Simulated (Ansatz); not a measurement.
# CH5BS: a spread of methods and bases

How do the results and run time of CH5BS respond when the settings are drawn wide?

Method: the settings change from run to run; program: Ansatz 0.2.0, Gaussian basis.

### 1 The molecule

An earlier PBE0-D4 in a triple-zeta def2 set relaxation fixed the geometry.

8 atoms, charge 0, spin multiplicity 1.

Atoms are counted from 1 here; the program's logs count them from 0.

Bond lengths: B1–S2 1.749 Å, B1–H4 1.194 Å, B1–H5 1.193 Å, S2–C3 1.809 Å, C3–H6 1.090 Å, C3–H7 1.090 Å, C3–H8 1.088 Å. Angles: S2–B1–H4 121.2°, S2–B1–H5 115.9°, H4–B1–H5 123.0°, B1–S2–C3 105.8°, S2–C3–H6 109.1°, S2–C3–H7 109.0°, S2–C3–H8 109.9°, H6–C3–H7 109.0°, H6–C3–H8 109.9°, H7–C3–H8 109.9°.

### 2 PBE0-DH/cc-pVTZ-DK

in.yaml

```yaml
crystal:
  periodic: [false, false, false]
  atoms:
    - {symbol: B, position_ang: [-0.869860, 0.955377, -0.908043]}
    - {symbol: S, position_ang: [0.707846, 0.854070, -0.159016]}
    - {symbol: C, position_ang: [0.741398, -0.735745, 0.702946]}
    - {symbol: H, position_ang: [-1.667750, 0.075288, -0.790320]}
    - {symbol: H, position_ang: [-1.086108, 1.947787, -1.532927]}
    - {symbol: H, position_ang: [0.910647, -0.561005, 1.765134]}
    - {symbol: H, position_ang: [1.559561, -1.336980, 0.307263]}
    - {symbol: H, position_ang: [-0.203535, -1.255992, 0.559162]}
basis:
  gaussian: {orbitals: cc-pVTZ-DK}
hamiltonian: {xc: {name: PBE0-DH}}
```

Launch:

```console
> ansatz run in.yaml --threads 2 --pin off --events-out ev --progress --plain --max-ram 32768MiB --backend cpu
```

Standard output:

```text
Functional definition: PBE0-DH
  name "PBE0-DH"
  cite "Brémond & Adamo, J. Chem. Phys. 135, 024106 (2011) doi:10.1063/1.3604569"
  cite "Perdew, Burke & Ernzerhof, Phys. Rev. Lett. 77, 3865 (1996) doi:10.1103/PhysRevLett.77.3865"
  parameter a = 1/2
  parameter c = 1/8
  exchange = (1 - a)*pbe_x + a*exact_x
  correlation = (1 - c)*pbe_c + c*(mp2_os + mp2_ss)
923 factors; integrals over basis functions are off by at most 1.1e-3 eV
mean field evaluation 1: about -12651.2232 eV, gradient 2.9e1 eV
mean field evaluation 2: about -12651.2218 eV, gradient 2.9e1 eV
mean field evaluation 4: about -12653.2550 eV, gradient 2.6e0 eV
mean field evaluation 8: about -12653.2732 eV, gradient 4.7e-2 eV
mean field evaluation 16: about -12653.2732 eV, gradient 6.2e-6 eV
mean field -12653.27318301 eV, -464.9992127792 hartree, gradient 6.2e-6 eV, S^2 0.000000; 0 other end points of the search recorded, 0 dependent functions left out
7 core orbitals not correlated: weight in the atoms' cores, before any rotation towards them, 1.000 or more for the frozen orbitals, at most 0.000 for the correlated occupied ones
reference -12653.27320048 eV, -464.9992134209 hartree; 9, 9 occupied and 148, 148 virtual orbitals, 923 factors
second order -15.59403901 eV of doubles, -0.00000000 eV of singles
Total energy: -12655.22245535 eV, -465.0708472164 hartree
Relativity: scalar
```

Run time: 3 s. Hardware: 2 threads, shared host.

### 3 B97M-V/pcseg-2

Options: atoms shaken by 0.15 Å, relativity set to scalar, high accuracy.

in.yaml

```yaml
crystal:
  periodic: [false, false, false]
  atoms:
    - {symbol: B, position_ang: [-0.635919, 0.864781, -0.918650]}
    - {symbol: S, position_ang: [0.887999, 0.634279, -0.222746]}
    - {symbol: C, position_ang: [1.064316, -0.971357, 0.596377]}
    - {symbol: H, position_ang: [-1.670552, 0.053952, -1.067375]}
    - {symbol: H, position_ang: [-1.145743, 2.088567, -1.425086]}
    - {symbol: H, position_ang: [0.780583, -0.508900, 1.980237]}
    - {symbol: H, position_ang: [1.501101, -1.055706, 0.416004]}
    - {symbol: H, position_ang: [-0.170435, -1.400896, 0.642058]}
basis:
  gaussian: {orbitals: pcseg-2}
hamiltonian: {xc: {name: B97M-V}, pseudopotentials: {relativity: scalar}}
accuracy: high
```

Launched as before.

Standard output, shortened:

```text
Functional definition: B97M-V
  name "B97M-V"
  cite "Mardirossian & Head-Gordon, J. Chem. Phys. 142, 074111 (2015) doi:10.1063/1.4907719"
  cite "Becke, J. Chem. Phys. 107, 8554 (1997) doi:10.1063/1.475007"
  cite "Vydrov & Van Voorhis, J. Chem. Phys. 133, 244103 (2010) doi:10.1063/1.3521275"
  # Of w^i u^j: cxij and so on, Table III.
[...]
  gx(w, u) = cx00 + cx01*u + cx02*u^2 + (cx10 + cx11*u)*w
  gss(w, u) = css00 + css02*u^2 + css10*w + (css32*w^3 + css42*w^4)*u^2
  gos(w, u) = cos00 + cos01*u + cos03*u^3 + cos10*w + cos32*w^3*u^2
[...]
      + integral(e_c_pw_mod_opposite_spin*gos(b97_w_opposite, b97_u_opposite)) + vv10(b, c)
2917 factors; integrals over basis functions are off by at most 6.9e-9 eV
[...]
mean field -12623.90367150 eV, -463.9199031384 hartree, gradient 3.3e-8 eV, S^2 0.000000; 0 other end points of the search recorded, 0 dependent functions left out
reference -12623.90367796 eV, -463.9199033758 hartree; 16, 16 occupied and 148, 148 virtual orbitals, 2917 factors
Total energy: -12623.90367796 eV, -463.9199033758 hartree
Relativity: scalar
```

Run time: 27 s. Hardware: 2 threads, shared host; peak memory 0.82 GiB.

### 4 B2GP-PLYP/ANO-RCC-VTZP

Set apart from the defaults: multiplicity 3, atoms shaken by 0.08 Å.

in.yaml

```yaml
crystal:
  periodic: [false, false, false]
  atoms:
    - {symbol: B, position_ang: [-0.835647, 0.984526, -0.927040]}
    - {symbol: S, position_ang: [0.824928, 0.878975, -0.189053]}
    - {symbol: C, position_ang: [0.791296, -0.652991, 0.586464]}
    - {symbol: H, position_ang: [-1.580413, 0.081179, -0.577839]}
    - {symbol: H, position_ang: [-1.120824, 1.949529, -1.651743]}
    - {symbol: H, position_ang: [0.909237, -0.668551, 1.766015]}
    - {symbol: H, position_ang: [1.475806, -1.390352, 0.361312]}
    - {symbol: H, position_ang: [-0.096262, -1.188551, 0.658233]}
basis:
  gaussian: {orbitals: ANO-RCC-VTZP}
magnetization: {spin_polarized: true, initial_magnetization: 2}
hamiltonian: {xc: {name: B2GP-PLYP}}
output: {forces: true}
```

Launched as before.

Standard output, shortened:

```text
Functional definition: B2GP-PLYP
  name "B2GP-PLYP"
  cite "Karton, Tarnopolsky, Lamère, Schatz & Martin, J. Phys. Chem. A 112, 12868 (2008) doi:10.1021/jp801805p"
  cite "Becke, Phys. Rev. A 38, 3098 (1988) doi:10.1103/PhysRevA.38.3098"
  cite "Lee, Yang & Parr, Phys. Rev. B 37, 785 (1988) doi:10.1103/PhysRevB.37.785"
[...]
963 factors; integrals over basis functions are off by at most 1.1e-3 eV
[...]
mean field -12644.85071102 eV, -464.6896926423 hartree, gradient 9.7e-6 eV, S^2 2.017873; 2 other end points of the search recorded, 0 dependent functions left out
7 core orbitals not correlated: weight in the atoms' cores, before any rotation towards them, 1.000 or more for the frozen orbitals, at most 0.000 for the correlated occupied ones
reference -12644.85084799 eV, -464.6896976761 hartree; 10, 8 occupied and 147, 149 virtual orbitals, 963 factors
second order -13.87224482 eV of doubles, -0.00000000 eV of singles
[...]
Total energy: -12649.84485613 eV, -464.8732240900 hartree
Relativity: scalar
Atom 0 at    -0.835647     0.984526    -0.927040 Å, force    -3.082168     0.246416    -1.390794 eV/Å
Atom 1 at     0.824928     0.878975    -0.189053 Å, force     1.923879     0.456515     0.715179 eV/Å
Atom 2 at     0.791296    -0.652991     0.586464 Å, force    -0.237623    -0.480671     4.391598 eV/Å
Atom 3 at    -1.580413     0.081179    -0.577839 Å, force     0.428208     0.722837    -0.123057 eV/Å
Atom 4 at    -1.120824     1.949529    -1.651743 Å, force     0.607804    -0.934075     0.712876 eV/Å
Atom 5 at     0.909237    -0.668551     1.766015 Å, force     0.454377     1.186699    -1.949079 eV/Å
Atom 6 at     1.475806    -1.390352     0.361312 Å, force     2.166109    -0.945469    -1.194263 eV/Å
Atom 7 at    -0.096262    -1.188551     0.658233 Å, force    -2.260587    -0.252253    -1.162459 eV/Å
Dipole moment:     0.705468    -0.438542     0.546809 e Å
```

Wall time 28 s (2 threads, shared host); peak memory 0.92 GiB.

Largest force 4.424 eV/Å, dipole 4.78 D, ⟨S²⟩ 2.018.

### 5 RPBE/6-31++G**

This run has D3(BJ) with three-body dispersion.

in.yaml

```yaml
crystal:
  periodic: [false, false, false]
  atoms:
    - {symbol: B, position_ang: [-0.869860, 0.955377, -0.908043]}
    - {symbol: S, position_ang: [0.707846, 0.854070, -0.159016]}
    - {symbol: C, position_ang: [0.741398, -0.735745, 0.702946]}
    - {symbol: H, position_ang: [-1.667750, 0.075288, -0.790320]}
    - {symbol: H, position_ang: [-1.086108, 1.947787, -1.532927]}
    - {symbol: H, position_ang: [0.910647, -0.561005, 1.765134]}
    - {symbol: H, position_ang: [1.559561, -1.336980, 0.307263]}
    - {symbol: H, position_ang: [-0.203535, -1.255992, 0.559162]}
basis:
  gaussian: {orbitals: "6-31++G**"}
hamiltonian: {xc: {name: RPBE}, dispersion: d3bjatm}
output: {forces: true}
```

The command is unchanged.

Standard output, shortened:

```text
Functional definition: RPBE
  name "RPBE"
  cite "Hammer, Hansen & Nørskov, Phys. Rev. B 59, 7413 (1999) doi:10.1103/PhysRevB.59.7413"
  cite "Perdew, Burke & Ernzerhof, Phys. Rev. Lett. 77, 3865 (1996) doi:10.1103/PhysRevLett.77.3865"
[...]
928 factors; their error is unknown
[...]
mean field -12629.52410360 eV, -464.1264502083 hartree, gradient 6.0e-5 eV, S^2 0.000000; 0 other end points of the search recorded, 0 dependent functions left out
[...]
reference -12629.52418223 eV, -464.1264530979 hartree; 16, 16 occupied and 75, 75 virtual orbitals, 928 factors
Total energy: -12630.34181834 eV, -464.1565006709 hartree
Atom 0 at    -0.869860     0.955377    -0.908043 Å, force    -0.319546     0.016525    -0.150767 eV/Å
Atom 1 at     0.707846     0.854070    -0.159016 Å, force     0.468592     0.494572    -0.056696 eV/Å
Atom 2 at     0.741398    -0.735745     0.702946 Å, force    -0.004839    -0.205888     0.106380 eV/Å
Atom 3 at    -1.667750     0.075288    -0.790320 Å, force    -0.125793    -0.165055     0.032507 eV/Å
Atom 4 at    -1.086108     1.947787    -1.532927 Å, force    -0.028247     0.178665    -0.106691 eV/Å
Atom 5 at     0.910647    -0.561005     1.765134 Å, force     0.049298     0.043107     0.327439 eV/Å
Atom 6 at     1.559561    -1.336980     0.307263 Å, force     0.246409    -0.193553    -0.115058 eV/Å
Atom 7 at    -0.203535    -1.255992     0.559162 Å, force    -0.285875    -0.168373    -0.037115 eV/Å
Dipole moment:     0.071811    -0.313157     0.198562 e Å
```

It took 1.2 s on 2 threads, shared host.

Largest force 0.684 eV/Å, dipole 1.81 D.

### 6 revPBE/def2-TZVPD

This run has atoms shaken by 0.15 Å, density fitting with def2-universal-jkfit, D3(BJ) with three-body dispersion.

in.yaml

```yaml
crystal:
  periodic: [false, false, false]
  atoms:
    - {symbol: B, position_ang: [-0.873306, 1.103331, -1.053865]}
    - {symbol: S, position_ang: [0.921256, 0.801700, -0.261886]}
    - {symbol: C, position_ang: [0.836851, -0.679204, 0.609077]}
    - {symbol: H, position_ang: [-1.622346, -0.080159, -0.787315]}
    - {symbol: H, position_ang: [-0.924841, 1.782775, -1.517888]}
    - {symbol: H, position_ang: [0.598837, -0.765849, 1.426569]}
    - {symbol: H, position_ang: [1.642089, -1.237861, 0.250897]}
    - {symbol: H, position_ang: [-0.398013, -1.229973, 0.391644]}
basis:
  gaussian: {orbitals: def2-TZVPD, fitting: {mean_field: def2-universal-jkfit}}
hamiltonian: {xc: {name: revPBE}, dispersion: d3bjatm}
```

Same command.

Standard output:

```text
Functional definition: revPBE
  name "revPBE"
  cite "Zhang & Yang, Phys. Rev. Lett. 80, 890 (1998) doi:10.1103/PhysRevLett.80.890"
  cite "Perdew, Burke & Ernzerhof, Phys. Rev. Lett. 77, 3865 (1996) doi:10.1103/PhysRevLett.77.3865"
  parameter kappa = 1.245
  parameter beta = 0.06672455060314922
  exchange = pbe_x(kappa = kappa, mu = beta*pi^2/3)
  correlation = pbe_c(beta = beta)
368 factors; integrals over basis functions are off by at most 6.9e-1 eV
mean field evaluation 1: about -12611.0865 eV, gradient 6.6e1 eV
mean field evaluation 2: about -12597.5665 eV, gradient 9.0e1 eV
mean field evaluation 4: about -12621.8880 eV, gradient 5.1e0 eV
mean field evaluation 8: about -12621.9759 eV, gradient 5.3e-2 eV
mean field evaluation 16: about -12621.9711 eV, gradient 8.0e-5 eV
mean field -12621.97113539 eV, -463.8488837463 hartree, gradient 8.0e-5 eV, S^2 0.000000; 0 other end points of the search recorded, 0 dependent functions left out
reference -12621.97120673 eV, -463.8488863680 hartree; 16, 16 occupied and 149, 149 virtual orbitals, 368 factors
Total energy: -12622.35744887 eV, -463.8630805049 hartree
```

Wall time 1.4 s (2 threads, shared host).

### 7 revPBE/STO-3G

This run has the search for lower states set to light.

in.yaml

```yaml
crystal:
  periodic: [false, false, false]
  atoms:
    - {symbol: B, position_ang: [-0.869860, 0.955377, -0.908043]}
    - {symbol: S, position_ang: [0.707846, 0.854070, -0.159016]}
    - {symbol: C, position_ang: [0.741398, -0.735745, 0.702946]}
    - {symbol: H, position_ang: [-1.667750, 0.075288, -0.790320]}
    - {symbol: H, position_ang: [-1.086108, 1.947787, -1.532927]}
    - {symbol: H, position_ang: [0.910647, -0.561005, 1.765134]}
    - {symbol: H, position_ang: [1.559561, -1.336980, 0.307263]}
    - {symbol: H, position_ang: [-0.203535, -1.255992, 0.559162]}
basis:
  gaussian: {orbitals: STO-3G}
hamiltonian: {xc: {name: revPBE}}
scf: {lower_state_search: light}
```

Same command.

Standard output:

```text
Functional definition: revPBE
  name "revPBE"
  cite "Zhang & Yang, Phys. Rev. Lett. 80, 890 (1998) doi:10.1103/PhysRevLett.80.890"
  cite "Perdew, Burke & Ernzerhof, Phys. Rev. Lett. 77, 3865 (1996) doi:10.1103/PhysRevLett.77.3865"
  parameter kappa = 1.245
  parameter beta = 0.06672455060314922
  exchange = pbe_x(kappa = kappa, mu = beta*pi^2/3)
  correlation = pbe_c(beta = beta)
300 factors; integrals over basis functions are off by at most 2.7e-5 eV
mean field evaluation 1: about -12486.7081 eV, gradient 1.2e1 eV
mean field evaluation 2: about -12486.1467 eV, gradient 1.6e1 eV
mean field evaluation 4: about -12487.3017 eV, gradient 3.6e-1 eV
mean field evaluation 8: about -12487.2273 eV, gradient 1.6e-2 eV
mean field -12487.22731756 eV, -458.8971397735 hartree, gradient 7.7e-6 eV, S^2 0.000000; 0 other end points of the search recorded, 0 dependent functions left out
reference -12487.22734163 eV, -458.8971406583 hartree; 16, 16 occupied and 8, 8 virtual orbitals, 300 factors
Total energy: -12487.22734163 eV, -458.8971406583 hartree
```

It took 0.35 s on 2 threads, shared host.

### 8 wB97/def2-mTZVP

in.yaml: that of step 7 with these lines changed.

```diff
@@ -12,4 +12,4 @@
 basis:
-  gaussian: {orbitals: STO-3G}
-hamiltonian: {xc: {name: revPBE}}
-scf: {lower_state_search: light}
+  gaussian: {orbitals: def2-mTZVP}
+hamiltonian: {xc: {name: wB97}}
+output: {forces: true}
```

The command is unchanged.

Standard output, shortened:

```text
Functional definition: wB97
  name "wB97"
  cite "Chai & Head-Gordon, J. Chem. Phys. 128, 084106 (2008) doi:10.1063/1.2834918"
  cite "Becke, J. Chem. Phys. 107, 8554 (1997) doi:10.1063/1.475007"
[...]
  # The coefficients of nought are those of the uniform gas.
[...]
      + integral(e_c_pw_opposite_spin*poly(b97_u_opposite, 1, cos1, cos2, cos3, cos4))
804 factors; their error is unknown
277 factors; integrals over basis functions are off by at most 1.6e-5 eV
[...]
mean field -12630.50317271 eV, -464.1624303345 hartree, gradient 2.1e-5 eV, S^2 0.000000; 0 other end points of the search recorded, 0 dependent functions left out
[...]
reference -12630.50316230 eV, -464.1624299519 hartree; 16, 16 occupied and 59, 59 virtual orbitals, 804 factors
Total energy: -12630.50316230 eV, -464.1624299519 hartree
Atom 0 at    -0.869860     0.955377    -0.908043 Å, force    -0.159258     0.037421    -0.091488 eV/Å
Atom 1 at     0.707846     0.854070    -0.159016 Å, force     0.214293     0.146539     0.016711 eV/Å
Atom 2 at     0.741398    -0.735745     0.702946 Å, force     0.024600    -0.025363     0.023460 eV/Å
Atom 3 at    -1.667750     0.075288    -0.790320 Å, force     0.000255     0.012546    -0.006610 eV/Å
Atom 4 at    -1.086108     1.947787    -1.532927 Å, force    -0.035039    -0.035858     0.004849 eV/Å
Atom 5 at     0.910647    -0.561005     1.765134 Å, force    -0.019496    -0.042876     0.001353 eV/Å
Atom 6 at     1.559561    -1.336980     0.307263 Å, force    -0.027423    -0.034379     0.019507 eV/Å
Atom 7 at    -0.203535    -1.255992     0.559162 Å, force     0.002068    -0.058030     0.032218 eV/Å
Dipole moment:     0.011342    -0.315189     0.173013 e Å
```

Run time: 2.4 s. Hardware: 2 threads, shared host.

Largest force 0.260 eV/Å, dipole 1.73 D.

### 9 B2GP-PLYP/x2c-TZVPPall

in.yaml: that of step 8 with these lines changed.

```diff
@@ -12,4 +12,3 @@
 basis:
-  gaussian: {orbitals: def2-mTZVP}
-hamiltonian: {xc: {name: wB97}}
-output: {forces: true}
+  gaussian: {orbitals: x2c-TZVPPall}
+hamiltonian: {xc: {name: B2GP-PLYP}}
```

The command is unchanged.

Standard output, shortened:

```text
Functional definition: B2GP-PLYP
  name "B2GP-PLYP"
  cite "Karton, Tarnopolsky, Lamère, Schatz & Martin, J. Phys. Chem. A 112, 12868 (2008) doi:10.1021/jp801805p"
  cite "Becke, Phys. Rev. A 38, 3098 (1988) doi:10.1103/PhysRevA.38.3098"
  cite "Lee, Yang & Parr, Phys. Rev. B 37, 785 (1988) doi:10.1103/PhysRevB.37.785"
[...]
1014 factors; integrals over basis functions are off by at most 1.0e-3 eV
[...]
mean field -12649.53729531 eV, -464.8619214381 hartree, gradient 1.3e-6 eV, S^2 0.000000; 0 other end points of the search recorded, 0 dependent functions left out
7 core orbitals not correlated: weight in the atoms' cores, before any rotation towards them, 1.000 or more for the frozen orbitals, at most 0.000 for the correlated occupied ones
reference -12649.53741116 eV, -464.8619256956 hartree; 9, 9 occupied and 158, 158 virtual orbitals, 1014 factors
second order -14.55551331 eV of doubles, -0.00000000 eV of singles
Total energy: -12654.77739595 eV, -465.0544915850 hartree
Relativity: scalar
```

Wall time 4 s (2 threads, shared host).

### 10 B2PLYP/6-31G

This run has coordinates scaled by 1.12, density fitting with def2-universal-jkfit.

in.yaml

```yaml
crystal:
  periodic: [false, false, false]
  atoms:
    - {symbol: B, position_ang: [-0.974243, 1.070022, -1.017009]}
    - {symbol: S, position_ang: [0.792788, 0.956559, -0.178098]}
    - {symbol: C, position_ang: [0.830366, -0.824034, 0.787299]}
    - {symbol: H, position_ang: [-1.867880, 0.084323, -0.885159]}
    - {symbol: H, position_ang: [-1.216441, 2.181522, -1.716878]}
    - {symbol: H, position_ang: [1.019925, -0.628325, 1.976951]}
    - {symbol: H, position_ang: [1.746708, -1.497418, 0.344135]}
    - {symbol: H, position_ang: [-0.227959, -1.406711, 0.626261]}
basis:
  gaussian: {orbitals: 6-31G, fitting: {mean_field: def2-universal-jkfit}}
hamiltonian: {xc: {name: B2PLYP}}
output: {forces: true}
```

The command is unchanged.

Standard output, shortened:

```text
Functional definition: B2PLYP
  name "B2PLYP"
  cite "Grimme, J. Chem. Phys. 124, 034108 (2006) doi:10.1063/1.2148954"
  cite "Becke, Phys. Rev. A 38, 3098 (1988) doi:10.1103/PhysRevA.38.3098"
  cite "Lee, Yang & Parr, Phys. Rev. B 37, 785 (1988) doi:10.1103/PhysRevB.37.785"
[...]
368 factors; integrals over basis functions are off by at most 8.1e-2 eV
[...]
mean field -12617.50720280 eV, -463.6848372495 hartree, gradient 2.9e-6 eV, S^2 0.000000; 0 other end points of the search recorded, 0 dependent functions left out
7 core orbitals not correlated: weight in the atoms' cores, before any rotation towards them, 1.000 or more for the frozen orbitals, at most 0.000 for the correlated occupied ones
reference -12617.50734109 eV, -463.6848423313 hartree; 9, 9 occupied and 25, 25 virtual orbitals, 368 factors
second order -7.70955365 eV of doubles, -0.00000000 eV of singles
[...]
Total energy: -12619.58892057 eV, -463.7613389664 hartree
Atom 0 at    -0.974243     1.070022    -1.017009 Å, force    -0.223054    -0.015401    -0.092400 eV/Å
Atom 1 at     0.792788     0.956559    -0.178098 Å, force    -1.891415    -1.178863    -0.204722 eV/Å
Atom 2 at     0.830366    -0.824034     0.787299 Å, force    -0.016348    -1.623960     0.856090 eV/Å
Atom 3 at    -1.867880     0.084323    -0.885159 Å, force     1.791352     1.883198    -0.214807 eV/Å
Atom 4 at    -1.216441     2.181522    -1.716878 Å, force     0.556588    -2.183251     1.411163 eV/Å
Atom 5 at     1.019925    -0.628325     1.976951 Å, force    -0.527919    -0.347483    -3.153189 eV/Å
Atom 6 at     1.746708    -1.497418     0.344135 Å, force    -2.392685     1.882172     1.036662 eV/Å
Atom 7 at    -0.227959    -1.406711     0.626261 Å, force     2.703480     1.583588     0.361204 eV/Å
Dipole moment:    -0.065916    -0.333774     0.148851 e Å
```

Wall time 1.5 s (2 threads, shared host).

Largest force 3.216 eV/Å, dipole 1.78 D.

### 11 All runs side by side

```tsv
level	charge	multiplicity	geometry	functions	energy (eV)	time
PBE0-DH/cc-pVTZ-DK	0	1	relaxed	164	-12655.222	3 s
B97M-V/pcseg-2	0	1	shaken	164	-12623.904	27 s
B2GP-PLYP/ANO-RCC-VTZP	0	3	shaken	164	-12649.845	28 s
RPBE/6-31++G**	0	1	relaxed	91	-12630.342	1.2 s
revPBE/def2-TZVPD	0	1	shaken	165	-12622.357	1.4 s
revPBE/STO-3G	0	1	relaxed	24	-12487.227	0.35 s
wB97/def2-mTZVP	0	1	relaxed	75	-12630.503	2.4 s
B2GP-PLYP/x2c-TZVPPall	0	1	relaxed	174	-12654.777	4 s
B2PLYP/6-31G	0	1	scaled	41	-12619.589	1.5 s
```

### 12 Summary of results

```
                                         quantity                         value
                                             runs                             9
                                         quickest         revPBE/STO-3G, 0.35 s
                                          slowest  B2GP-PLYP/ANO-RCC-VTZP, 28 s
spread of total energies, same state and geometry                      168.0 eV
                  dipole, same state and geometry                1.73 to 1.81 D
```

What this shows: B2GP-PLYP/ANO-RCC-VTZP took 80 times as long as revPBE/STO-3G. The jobs differ in tasks and options as well as level. The totals spread over 168 eV; they can't be compared across methods or bases. Some of these runs are scalar-relativistic and others not, which shifts the totals of all-electron atoms past neon by eV; core potentials, where a basis has them, take the core out of the total altogether. At the PBE0-D4/def2-TZVP geometry and in the same state, runs without warnings or point charges leave forces up to 0.68 eV/Å (RPBE/6-31++G**), against 3.2 eV/Å where the atoms were moved.
